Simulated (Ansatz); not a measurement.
A geometry relaxed with Ansatz (a quantum-chemistry and plane-wave program) with B3LYP-D3(BJ)/def2-TZVP, charge 0, multiplicity 1:

```xyz
11

H      1.1481     1.1529    -0.7849
H     -0.0365     0.6828     1.3858
C      1.2476     0.1927    -0.2724
H      0.1739    -1.0351     1.1341
H      2.1701     0.2202     0.3107
C      0.0333    -0.0852     0.6097
H     -1.4544     0.8202    -0.6895
H     -2.1276    -0.3291     0.4684
C     -1.2723    -0.1294    -0.1800
H     -1.2424    -0.9112    -0.9431
H      1.3601    -0.5786    -1.0386
```

Question: Write the SMILES of this molecule.

Answer: `CCC`
